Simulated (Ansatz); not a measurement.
The input, for Ansatz 0.2.0:

```yaml
crystal:
  periodic: [false, false, false]
  atoms:
    - {symbol: B, position_ang: [0.000000, 0.000000, 1.484785]}
    - {symbol: Al, position_ang: [0.000000, 0.000000, -0.755666]}
    - {symbol: H, position_ang: [0.000000, 1.004980, 2.151421]}
    - {symbol: H, position_ang: [0.000000, -1.004980, 2.151421]}
basis:
  gaussian: {orbitals: 6-31G}
total_charge: 1
magnetization: {spin_polarized: false, initial_magnetization: 1}
correlation: {method: ccsdtq, electrons: outside_noble_gas}
```

```sh
$ ansatz run in.yaml --threads 1 --pin off --events-out ev --progress --plain --max-ram 2393MiB
```

Output:

```
558 factors; integrals over basis functions are off by at most 2.1e-7 eV
mean field evaluation 1: about -7275.4429 eV, gradient 1.1e1 eV
mean field evaluation 2: about -7275.4401 eV, gradient 1.1e1 eV
mean field evaluation 4: about -7276.4818 eV, gradient 1.3e0 eV
mean field evaluation 8: about -7276.5527 eV, gradient 4.8e-2 eV
mean field evaluation 16: about -7276.4853 eV, gradient 1.3e0 eV
mean field evaluation 32: about -7274.2486 eV, gradient 3.1e-2 eV
mean field evaluation 64: about -7271.1498 eV, gradient 9.2e0 eV
mean field evaluation 96: about -7274.2511 eV, gradient 4.9e-2 eV
mean field -7276.55271150 eV, -267.4083799229 hartree, gradient 2.4e-6 eV, S^2 0.750000; 2 other end points of the search recorded, 0 dependent functions left out
mean field evaluation 128: about -7274.4547 eV, gradient 2.3e-4 eV
determinant -7276.55271150 eV, -267.4083799229 hartree, with singles and doubles -7279.06739734 eV, -267.5007929230 hartree
determinant -7274.24863337 eV, -267.3237066136 hartree, with singles and doubles -7277.14882738 eV, -267.4302867777 hartree
determinant -7273.51169754 eV, -267.2966247213 hartree, with singles and doubles -7276.11409996 eV, -267.3922612462 hartree
6 core orbitals not correlated: weight in the atoms' cores, before any rotation towards them, 1.000 or more for the frozen orbitals, at most 0.000 for the correlated occupied ones
reference -7276.55271150 eV, -267.4083799229 hartree; 4, 3 occupied and 16, 17 virtual orbitals, 558 factors
second order -1.75425702 eV of doubles, -0.05625096 eV of singles
cycle   1  -2.23929307 eV  change   -4.3e-1 eV  update   6.7e-2
cycle   2  -2.52558408 eV  change   -2.9e-1 eV  update   3.8e-2
cycle   3  -2.56703977 eV  change   -4.1e-2 eV  update   1.9e-2
cycle   4  -2.58130347 eV  change   -1.4e-2 eV  update   9.1e-3
cycle   5  -2.58377517 eV  change   -2.5e-3 eV  update   3.0e-3
cycle   6  -2.58226420 eV  change    1.5e-3 eV  update   1.3e-3
cycle   7  -2.58214311 eV  change    1.2e-4 eV  update   5.3e-4
cycle   8  -2.58234578 eV  change   -2.0e-4 eV  update   3.9e-4
cycle   9  -2.58236670 eV  change   -2.1e-5 eV  update   2.4e-4
cycle  10  -2.58232765 eV  change    3.9e-5 eV  update   9.3e-5
cycle  11  -2.58234041 eV  change   -1.3e-5 eV  update   2.6e-5
cycle  12  -2.58234278 eV  change   -2.4e-6 eV  update   1.4e-5
cycle  13  -2.58234892 eV  change   -6.1e-6 eV  update   1.5e-5
cycle  14  -2.58235122 eV  change   -2.3e-6 eV  update   1.1e-5
cycle  15  -2.58235146 eV  change   -2.4e-7 eV  update   3.6e-6
cycle  16  -2.58235100 eV  change    4.5e-7 eV  update   1.0e-6
cycle  17  -2.58235059 eV  change    4.1e-7 eV  update   3.7e-7
Total energy: -7279.13506209 eV, -267.5032795569 hartree
```

For the same geometry and basis full CI lies 0.1 meV lower.

Ran on 1 thread of AMD EPYC 9R05, shared host: 9.5 s wall, 0.22 GiB peak host memory.
